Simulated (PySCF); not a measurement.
Cartesian coordinates (Å):
```xyz
3

C     -0.0269     0.0000     0.0000
N      1.1409    -0.0011     0.0000
H     -1.1143     0.0010     0.0000
```
Charge 0, spin multiplicity 1.

Question: What is the computed HOMO, LUMO and total energy (TPSSh-D3(BJ)/def2-TZVP // BP86-D3(BJ)/def2-SVP (PySCF 2.14.0))?

Answer: 
```
Property            Value
------------  -----------
HOMO             -9.48 eV
LUMO             -0.39 eV
total energy  -93.4633 Ha
```
